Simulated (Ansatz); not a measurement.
Born–Oppenheimer molecular dynamics of AlH5O2 (8 atoms, charge 0, multiplicity 1). It starts at the highest image of a converged band. Of that band: A vibrational analysis at the climbing image gives 2 clearly imaginary modes (1301i, 243i cm⁻¹): a point of higher order, so a lower path passes nearby.

Computed with RKS PBE0/6-31G* in Ansatz 0.2.0.

```json
{
 "ensemble": "NVE (velocity Verlet)",
 "time step": "0.5 fs",
 "steps asked": "200",
 "starting velocities drawn for": "100 K",
 "seed": "5990"
}
```

First frame:

```xyz
8
Properties=species:S:1:pos:R:3
Al -0.025 0.203 -0.019
O 0.074 0.057 1.851
H -0.750 -0.150 2.317
O 1.417 -0.193 -0.846
H 1.851 -1.045 -0.771
H -1.482 -0.090 -0.574
H 0.104 1.868 0.593
H 0.082 1.244 1.450
```

(1) How far do the bonds stretch over the last three quarters of this one trajectory? (Pairs bonded in most of those frames.)

Results:

(1) 
| bond | mean (Å) | spread (Å) | shortest | longest |
| --- | --- | --- | --- | --- |
| Al1–O4 | 1.740 | 0.028 | 1.69 | 1.78 |
| Al1–H6 | 1.617 | 0.022 | 1.57 | 1.66 |
| Al1–H7 | 1.604 | 0.035 | 1.54 | 1.66 |
| O2–H3 | 0.970 | 0.009 | 0.95 | 0.99 |
| O2–H8 | 0.973 | 0.024 | 0.93 | 1.01 |
| O4–H5 | 0.964 | 0.003 | 0.96 | 0.97 |

Mean temperature of the second half: 492 K. The conserved energy stayed within 0.09 meV per atom of its start (net change -0.0071 meV per atom), so the integration is sound. The kinetic energy rose, since the run started high on the potential surface and went downhill. A run of 0.1 ps of so small a system gives no equilibrium averages. The orbitals stay closed-shell, which can raise the energy where a bond breaks towards radicals; this wasn't checked here.

Run time: 5.9 min on 1 thread of Arm Neoverse V1, on a shared host, peak memory 0.1 GiB.
